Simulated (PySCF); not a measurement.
## Mayer bond orders and bond lengths

Species: C4H4Cl2.
Atom-mapped SMILES: `[CH3:1][C:2]#[C:3][CH:4]([Cl:5])[Cl:6]` (hydrogens: H7, H8, H9 on C1; H10 on C4)

Cartesian coordinates in Å at the GFN2-xTB level; atoms count from 1:
```xyz
10
C4H4Cl2 angstrom
C     -2.0848   -0.1438   -0.0997
C     -0.6465   -0.0604   -0.0723
C      0.5527   -0.0044   -0.0925
C      1.9811    0.0918   -0.0331
Cl     2.6236   -0.9569    1.2750
Cl     2.4779    1.7896    0.2790
H     -2.3974   -0.9853   -0.7164
H     -2.4989    0.7749   -0.5131
H     -2.4645   -0.2820    0.9117
H      2.4656   -0.2188   -0.9610
```

Bond orders from the PBE0/pcSseg-1 density (PySCF). Isolated species at its GFN2-xTB geometry, gas phase.

(1) How far do the computed orders between heavy atoms stray from the drawn ones?

(2) Set the Mayer orders of the bonds beside their lengths.

## Answers

(1) The largest departure is 0.487, at C2–C3 (drawn triple, 2.513). Drawn single, order above 1.12: C1–C2 (1.219). Drawn double or triple, more than 0.30 short of the drawn order: C2–C3 (2.513).

(2) 
```
  bond  drawn as  length (Å)  Mayer order
 C1–C2    single       1.441        1.219
 C2–C3    triple       1.201        2.513
 C3–C4    single       1.433        0.924
C4–Cl5    single       1.795        1.056
C4–Cl6    single       1.796        1.055
 C1–H7    single       1.089        0.926
 C1–H8    single       1.089        0.923
 C1–H9    single       1.089        0.920
C4–H10    single       1.092        0.902
```

Bonds between the same two heavy elements. C–C: lowest C3–C4 (0.924, 1.433 Å), highest C2–C3 (2.513, 1.201 Å); in 1 of the 3 pairs the longer bond (by over 0.003 Å) has the higher order (by 0.02 or more). C–Cl: all 2 within 0.02 of one another (1.055 to 1.056).

Q: Sum the orders of all bonds at each heavy atom with more than one neighbour and set the sums beside the valence in the SMILES.

A: C1 3.988 (drawn 4), C2 3.732 (drawn 4), C3 3.437 (drawn 4), C4 3.937 (drawn 4). Orders between atoms that aren't bonded are not in these sums.

The Mayer order sums products of elements of PS (density times overlap matrix) between the two atoms' basis functions, so it depends on the basis set.

The run behind these numbers computed NMR shieldings as well. On one thread of an Arm Neoverse V1, no GPU, shared host with 32 logical CPUs at a one-minute load of 19, this took 12 s and 0.65 GiB of memory at its peak.
